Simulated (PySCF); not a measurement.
NO, SMILES [N]=O (connectivity only; charge and spin as stated), charge +1, multiplicity 1. Geometry: PBE-D3(BJ)/def2-TZVPD.

TDA-PBE/def2-TZVPD run with PySCF 2.14.0 puts the lowest singlet excitations at 9.89, 9.89, 10.69, 11.23, 11.23, 15.63 eV.

**Question.** What are the lowest excitation roots from ADC(3)/aug-cc-pVDZ (PySCF 2.14.0)? (An estimate is asked for; the answer gives what the named calculation found.)

**Answer.** 9.72, 9.72, 10.42, 10.74, 10.74, 14.64 eV. S1 differs by -0.18 eV (second minus first; roots are paired by order, and the bases may differ).
